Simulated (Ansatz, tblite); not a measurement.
Adding an electron: the cluster MgF2⁺. The state is a doublet with charge 1. Geometry: PBE-D4/def2-TZVP. Ansatz, gas phase; energy differences of separate SCF runs; the reduced species is a singlet (the triplet lies 2.15 eV higher at PBE0-D4/def2-TZVP).

```xyz
3

Mg   -0.1915   -0.9331    0.2239
F    -0.1876    0.7683    0.9032
F     0.3791    0.1648   -1.1271
```

The xTB rows come from tblite. The structure comes from a short search, and lower isomers may exist.

```json
{"level": "GFN1-xTB", "−HOMO (eV)": "–", "−LUMO (eV)": "–", "vertical EA (eV)": "17.90", "HOMO–LUMO gap (eV)": "–"}
{"level": "GFN2-xTB", "−HOMO (eV)": "–", "−LUMO (eV)": "–", "vertical EA (eV)": "17.50", "HOMO–LUMO gap (eV)": "–"}
{"level": "PBE-D4/def2-TZVP", "−HOMO (eV)": "15.11", "−LUMO (eV)": "13.92", "vertical EA (eV)": "9.54", "HOMO–LUMO gap (eV)": "1.19"}
{"level": "r2SCAN-D4/def2-TZVP", "−HOMO (eV)": "15.51", "−LUMO (eV)": "13.53", "vertical EA (eV)": "9.48", "HOMO–LUMO gap (eV)": "1.99"}
{"level": "PBE0-D4/def2-TZVP", "−HOMO (eV)": "16.70", "−LUMO (eV)": "12.48", "vertical EA (eV)": "9.69", "HOMO–LUMO gap (eV)": "4.22"}
```

  HOMO and LUMO are the levels of the spin that leaves or enters (xTB has no such levels and no spin-polarisation term). Other spin states of the ions may lie lower, which would lower the ionisation energy or raise the affinity. Raw xTB energy differences between charge states are shifted by several eV; the methods need an empirical correction for them.
